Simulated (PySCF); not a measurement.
State search for MgH

Unrestricted PBE0; PySCF, spin-free X2C with a Gaussian nucleus, basis sets Mg x2c-TZVPPall, H x2c-TZVPPall. Outer shells of the fragments: Mg 3s2; H 1s1.

Followed along the bond (rough minima from three points):

```
2Ms+1   unpaired  ⟨S²⟩ at the start  R at minimum (Å)  Te (eV)
    2        σ ↑               0.75              1.74     0.00
    4  σ ↑↑, π ↑               3.75  none in the scan   ≤ 4.41
```

Solutions found at the starting distance of 1.675 Å, counted from the lowest of them; the search is not exhaustive and high or unbound solutions are not listed, so other states can lie among these:

```
2Ms+1   unpaired   term  E (eV)  ⟨S²⟩  ⟨Lz²⟩  μ (D)
    2        σ ↑    ²Σ⁺    0.00  0.75   0.00  -1.13
    2        π ↑     ²Π    2.29  0.78   1.00  -2.60
    4  σ ↑↑, π ↑     ⁴Π    4.92  3.75   1.00   1.66
    2  σ ↑↑, π ↓  mixed    5.67  1.75   1.01   1.65
    4      σ ↑↑↑    ⁴Σ⁺    7.26  3.75   0.00   1.07
    4  σ ↑, π ↑↑    ⁴Σ⁻    7.52  3.75   0.00  -0.59
```

A term symbol is given only where ⟨S²⟩ and ⟨Lz²⟩ are close to those of a pure state; real π, δ and φ orbitals otherwise mix terms. A positive dipole means Mg(−)H(+).

The measured ground state is X ²Σ+ (Huber and Herzberg, Constants of Diatomic Molecules (1979)).

Counting both spins, an empty level lies below a filled one in some of these solutions, because spin and occupation are held.
